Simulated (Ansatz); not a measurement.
# Lattice constant a of some cubic elemental metals

Method: PBE-D4 (Ansatz, a program for electronic structure, plane waves, PAW). References are measured values corrected to a static lattice. The table is a random draw of 10 from 25 solids with such references.

Values in Å.

| solid | reference | PBE-D4 | error (%) |
|---|---|---|---|
| bcc Li | 3.449¶ | 3.423 | -0.75 |
| bcc Nb | 3.294 | 3.293 | -0.03 |
| fcc Au | 4.062 | 4.107 | +1.11 |
| bcc K | 5.212¶ | 5.212 | 0.00 |
| bcc Ta | 3.299 | 3.305 | +0.18 |
| bcc W | 3.16 | 3.161 | +0.03 |
| antiferromagnetic bcc Cr | 2.877 | 2.835 | -1.46 |
| bcc Rb | 5.576¶ | 5.585 | +0.16 |
| bcc Cs | 6.039¶ | 6.068 | +0.48 |
| fcc Pb | 4.902¶ | 4.959 | +1.16 |

Over these 10 solids the mean error is +0.09 %, the mean absolute error 0.54 % (median 0.33 %), and the worst case antiferromagnetic bcc Cr at -1.46 %; the value is above the reference in 6 of 10 cases. Over all 25, from unrounded values, the mean error is -0.23 % and the mean absolute error 0.65 % (median 0.62 %). Caveats on values not shown: a distance lies near a switch of the dispersion term, which can move the cell (4).

All these references are brought to a static lattice.

Spin–orbit coupling is left out, also for the solids with elements from indium on (fcc Au, bcc Ta, bcc W, bcc Cs, fcc Pb); its size isn't shown.

¶ marks references of a special kind: bcc Li, 3.449 Å (measured, low-temperature or extrapolated to 0 K; zero-point anharmonic expansion removed, our sources range from 3.443 to 3.453; as tabulated in Csonka et al. (2009), arXiv:0903.4037); bcc K, 5.212 Å (measured, low-temperature or extrapolated to 0 K; zero-point anharmonic expansion removed; as tabulated in Csonka et al. (2009), arXiv:0903.4037); bcc Rb, 5.576 Å (measured, low-temperature or extrapolated to 0 K; zero-point anharmonic expansion removed; as tabulated in Csonka et al. (2009), arXiv:0903.4037); bcc Cs, 6.039 Å (measured, low-temperature or extrapolated to 0 K; zero-point anharmonic expansion removed; as tabulated in Csonka et al. (2009), arXiv:0903.4037); fcc Pb, 4.902 Å (measured, low-temperature or extrapolated to 0 K; zero-point anharmonic expansion removed, our sources range from 4.902 to 4.912; as tabulated in Csonka et al. (2009), arXiv:0903.4037).

Differences are worked out from the printed values.

Caveats: a distance lies near a switch of the dispersion term, which can move the cell (bcc K, bcc Rb, fcc Pb); the commensurate order stands in for chromium's spin-density wave, and the size of the moments varies much between levels (antiferromagnetic bcc Cr). Ansatz's density-functional and Hartree–Fock values are scalar-relativistic unless marked +SOC, with PAW data made under PBE.

Ansatz's runs of these crystals have no spin polarisation, but for antiferromagnetic bcc Cr.

Density-functional runs with spin start from opposed moments for antiferromagnetic bcc Cr.

Not in this set, of the elemental metals with a reference value in our tables and a result at some level: 19 for a reference at room or unstated temperature. These can be a level's best or worst cases. Solids without a released value at any level aren't counted. Layered and molecular crystals are counted apart. The metals Ce to Yb are counted apart.

References as tabulated in Csonka et al. (2009), arXiv:0903.4037; Mejia-Rodriguez and Trickey (2018), arXiv:1807.09216; Levämäki et al. (2014), arXiv:1402.3671.
